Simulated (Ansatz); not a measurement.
in.yaml

```yaml
crystal:
  periodic: [false, false, false]
  atoms:
    - {symbol: Sb, position_ang: [0.655943, 1.593855, 1.356929]}
    - {symbol: H, position_ang: [0.355943, 1.293855, 1.306929]}
    - {symbol: H, position_ang: [-0.534985, -1.277587, 1.261103]}
    - {symbol: H, position_ang: [-0.346643, 1.280398, -1.322588]}
    - {symbol: H, position_ang: [0.525685, -1.296666, -1.245444]}
basis:
  gaussian: {orbitals: def2-SVPD}
magnetization: {spin_polarized: false, initial_magnetization: 1}
hamiltonian: {xc: {name: PBE}}
correlation: {method: ccsd_t, electrons: outside_noble_gas}
```

```sh
$ ansatz run in.yaml --threads 1 --pin off --events-out ev --progress --plain --max-ram 2393MiB
```

**Question.** One thing in this input was set wrong on purpose, beside settings that are merely unusual. What is the gravest fault, and what does the program do?

**Answer.** Atoms on top of each other. How the run ends: converged.
```
731 factors; integrals over basis functions are off by at most 5.2e-4 eV
mean field evaluation 1: about -6391.6607 eV, gradient 9.2e0 eV
mean field evaluation 2: about -6391.6116 eV, gradient 9.2e0 eV
mean field evaluation 4: about -6386.4002 eV, gradient 2.5e1 eV
mean field evaluation 8: about -6391.9756 eV, gradient 4.1e-1 eV
mean field evaluation 16: about -6390.8364 eV, gradient 7.6e0 eV
mean field evaluation 32: about -6385.5851 eV, gradient 1.6e1 eV
mean field evaluation 64: about -6387.8008 eV, gradient 8.4e0 eV
mean field evaluation 96: about -6391.8621 eV, gradient 4.6e-2 eV
mean field evaluation 128: about -6389.8998 eV, gradient 6.2e0 eV
mean field evaluation 160: about -6383.8927 eV, gradient 1.9e1 eV
mean field -6392.25159660 eV, -234.9109133513 hartree, gradient 2.0e-6 eV, S^2 0.750000; 11 other end points of the search recorded, 0 dependent functions left out
...
cycle 177  -7.71503957 eV  change    4.7e-6 eV  update   1.9e-5
cycle 178  -7.71501999 eV  change    2.0e-5 eV  update   1.6e-5
cycle 179  -7.71500427 eV  change    1.6e-5 eV  update   1.3e-5
cycle 180  -7.71497576 eV  change    2.9e-5 eV  update   1.1e-5
cycle 181  -7.71496058 eV  change    1.5e-5 eV  update   8.9e-6
cycle 182  -7.71494315 eV  change    1.7e-5 eV  update   6.8e-6
cycle 183  -7.71493827 eV  change    4.9e-6 eV  update   5.5e-6
cycle 184  -7.71493897 eV  change   -7.0e-7 eV  update   4.5e-6
cycle 185  -7.71493972 eV  change   -7.6e-7 eV  update   3.5e-6
cycle 186  -7.71494105 eV  change   -1.3e-6 eV  update   3.0e-6
perturbative correction -1.37711996 eV, -0.0506082252 hartree
WARN: the results are in doubt because among natural orbitals the method converges to other amplitudes
Total energy: -6369.73576379 eV, -234.0834717575 hartree
In doubt: among natural orbitals the method converges to other amplitudes
```
